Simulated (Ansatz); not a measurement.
Geometry optimisation, UKS PBE0/cc-pVDZ (Ansatz).

input.yaml

```yaml
crystal:
  periodic: [false, false, false]
  atoms:
    - { symbol: Al, position_ang: [-0.20476, 2.072107, 1.187741] }
    - { symbol: O, position_ang: [-0.319644, -0.402958, -0.771281] }
    - { symbol: C, position_ang: [0.092734, -1.749905, -0.798848] }
    - { symbol: H, position_ang: [-1.491315, 2.884067, 0.70583] }
    - { symbol: H, position_ang: [-0.015376, 1.671311, 2.722132] }
    - { symbol: H, position_ang: [0.460149, 0.172387, -0.80672] }
    - { symbol: H, position_ang: [0.929311, 1.75552, 0.184889] }
    - { symbol: H, position_ang: [0.538178, -2.035166, -1.774905] }
    - { symbol: H, position_ang: [0.818379, -1.999543, 0.003324] }
    - { symbol: H, position_ang: [-0.807657, -2.367822, -0.652162] }
magnetization:
  spin_polarized: true
basis:
  gaussian: { orbitals: cc-pVDZ }
hamiltonian:
  xc: pbe0
relax:
  f_tol: 0.03
  max_steps: 50
```

Launched with:

```bash
$ ansatz run input.yaml --threads 2 --pin off --max-ram 3072MiB --backend cpu --events-out ev --progress --plain --runs-dir out
```

Q: Where does it end, and by what steps?

A: It converged. The force dipped under the threshold on the way, but the program's further checks kept it going. After 18 steps the energy has fallen by 0.853 eV; H4 moved furthest, 1.39 Å. Joined: Al1–O2 (3.16 → 2.04 Å).

```
step  energy less start (eV)  largest force component (eV/Å)  accepted
   0                  0.0000                           0.653       yes
   1                 -0.1434                           0.266       yes
   2                 -0.2976                           0.527       yes
   3                 -0.4635                           0.513       yes
   4                 -0.6105                           0.849       yes
   5                 -0.6830                           0.668       yes
   6                 -0.7681                           0.467       yes
   7                 -0.8147                           0.258       yes
   8                 -0.8270                           0.157       yes
   9                 -0.8382                           0.110       yes
  10                 -0.8405                           0.156       yes
  11                 -0.8443                           0.075       yes
  12                 -0.8478                           0.012       yes
  13                 -0.8483                           0.253       yes
  14                 -0.8507                           0.100       yes
  15                 -0.8520                           0.015       yes
  16                 -0.8526                           0.032       yes
  17                 -0.8526                           0.045       yes
  18                 -0.8529                           0.026       yes
```

```xyz
10
Properties=species:S:1:pos:R:3
Al -0.127 1.429 0.760
O 0.305 0.038 -0.664
C -0.131 -1.318 -0.511
H -1.716 1.526 0.542
H 0.389 0.635 2.066
H 1.232 0.066 -0.940
H 0.836 2.573 0.165
H -0.010 -1.856 -1.463
H 0.420 -1.823 0.297
H -1.197 -1.270 -0.252
```

Whether the end is a true minimum wasn't checked by a vibrational analysis.

The run took 48 s on 2 threads of Arm Neoverse V1 (shared host), peak memory 0.19 GiB.
